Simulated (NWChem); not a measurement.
# ethylamine (C$_{2}$H$_{7}$N) in NWChem

```xyz
10

C      1.1899     0.4470     0.0113
C      0.0408    -0.5497    -0.1004
N     -1.2484     0.1290     0.0017
H      2.1650    -0.0508    -0.1121
H      1.0940     1.2331    -0.7539
H      1.1922     0.9402     0.9989
H      0.1907    -1.3575     0.6509
H      0.0857    -1.0440    -1.0869
H     -2.0130    -0.5374    -0.1092
H     -1.3597     0.5299     0.9348
```
Charge 0, spin multiplicity 1.

The numbers come from NWChem runs, not from measurements. All single points use one geometry, from B3LYP/def2-SVP, a minimum by its harmonic frequencies. It is one conformer; others weren't searched.

Symmetry labels belong to the abelian group C1 used in the runs, with the axes of the coordinates shown.

The Pople sets run with spherical d functions.

**Question.** List the lowest 4 singlet excitations that CIS/6-31+G* (spherical d) gives, with oscillator strengths.

**Answer.** 
```csv
state,symmetry,energy (eV),wavelength (nm),f
1,a,7.21,172,0.015
2,a,8.49,146,0.021
3,a,8.90,139,0.111
4,a,9.26,134,0.022
```
